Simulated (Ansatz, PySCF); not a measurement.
Acid–base and redox partners of C. All species are isolated molecules in the gas phase. Strings in code marks are SMILES.

Quantity: vertical detachment energy (energy after one electron is removed minus that of the parent at the parent's geometry), in eV. Levels without diffuse functions put anions too high.

Level 1: frozen-core CCSD(T)/aug-cc-pVTZ // ωB97X-D3(BJ)/def2-TZVPD (Ansatz, a program for electronic structure)
Level 2: PBE-D3(BJ)/def2-TZVPD // ωB97X-D3(BJ)/def2-TZVPD (PySCF)
Level 3: minus the HOMO energy of B3LYP/6-31G* // ωB97X-D3(BJ)/def2-TZVPD (PySCF)
Level 4: minus the HOMO energy of ωB97X-D3(BJ)/def2-TZVPD (PySCF)

```
species   level 2  level 3  level 4
--------  -------  -------  -------
`[CH3-]`    0.420    -4.15     0.55
```

What does level 1 give for each?


- `[CH3-]`: 0.51
